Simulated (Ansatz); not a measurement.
**BH₂Cl (triplet): from Hartree-Fock to the top rungs, def2-TZVPP**

One table from this session's results is given with a row withheld; the runs are named, their logs left out.

Computed with Ansatz 0.2.0, Gaussian basis. Level: def2-TZVPP, core rule «outside noble gas», up to 6 orbitals frozen.

Plan: UHF; ROHF; CCSD(T) on UHF.

2 further runs of the same task are left out: 2 set aside as unsound or not needed.

### What is computed

The geometry is a PBE0/def2-TZVP stationary point (not a proven minimum) of the parent state, kept for this charge and spin.

4 atoms, charge 0, spin multiplicity 3.

Atoms are counted from 1 here; the program's logs count them from 0.

Bond lengths: B1–Cl2 1.733 Å, B1–H3 1.190 Å, B1–H4 1.190 Å. Angles: Cl2–B1–H3 118.1°, Cl2–B1–H4 118.1°, H3–B1–H4 123.8°.

The first run:

The input, in.yaml:

```yaml
crystal:
  periodic: [false, false, false]
  atoms:
    - {symbol: B, position_ang: [0.000000, 0.000000, 1.249289]}
    - {symbol: Cl, position_ang: [0.000000, 0.000000, -0.483890]}
    - {symbol: H, position_ang: [0.000000, 1.049651, 1.810265]}
    - {symbol: H, position_ang: [0.000000, -1.049651, 1.810265]}
basis:
  gaussian: {orbitals: def2-TZVPP}
magnetization: {spin_polarized: true, initial_magnetization: 2}
hamiltonian: {xc: hf}
output: {orbitals: {seedname: orbitals}}
```

Launch:

```bash
> ansatz run in.yaml --threads 1 --pin off --events-out ev --progress --plain --max-ram 4096MiB --backend cpu
```

Steps of the session up to this table: UHF; ROHF; CCSD(T) on UHF.

One of the session's tables, all rows but one given; the rest of the session is left out.

It belongs to the step «Misses and costs». 

```
  method  from UCCSD(T) (kcal/mol)
    ROHF                         ?
     UHF                   +214.67
    UMP2                    +34.30
   UCCSD                     +9.31
UCCSD(T)                         0
```

Q: Estimate the row for ROHF from the others.

The run gave: from UCCSD(T) (kcal/mol): +219.90. In the column «from UCCSD(T) (kcal/mol)» it is the highest.
